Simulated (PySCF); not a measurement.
# Li: ionisation energy

Li [He] 2s1 (2S) → Li⁺ 1s2 (1S), as a difference of total energies. Calculation: PySCF 2.14, in def2-QZVPPD (6s4p2d1f, 35 functions); no relativity, point nucleus. Correlated levels: valence and next inner shell: nothing frozen. The calculations carry no spin-orbit coupling.

```json
{"method": "UHF", "ionisation energy (eV)": "5.343", "error (eV)": "-0.049"}
{"method": "LDA", "ionisation energy (eV)": "5.473", "error (eV)": "+0.081"}
{"method": "PBE", "ionisation energy (eV)": "5.586", "error (eV)": "+0.194"}
{"method": "PBE0", "ionisation energy (eV)": "5.568", "error (eV)": "+0.176"}
{"method": "r2SCAN", "ionisation energy (eV)": "5.391", "error (eV)": "-0.001"}
{"method": "TPSSh", "ionisation energy (eV)": "5.496", "error (eV)": "+0.104"}
{"method": "wB97X-V", "ionisation energy (eV)": "5.456", "error (eV)": "+0.064"}
{"method": "B97-3", "ionisation energy (eV)": "5.367", "error (eV)": "-0.025"}
{"method": "BHandHLYP", "ionisation energy (eV)": "5.515", "error (eV)": "+0.123"}
{"method": "MP2 (valence and next inner shell)", "ionisation energy (eV)": "5.366", "error (eV)": "-0.026"}
{"method": "SCS-MP2 (valence and next inner shell)", "ionisation energy (eV)": "5.364", "error (eV)": "-0.028"}
```

Reference: 5.392 eV (measured; NIST Atomic Spectra Database, ionization energies).

Errors of the correlated levels include the incompleteness of this basis.
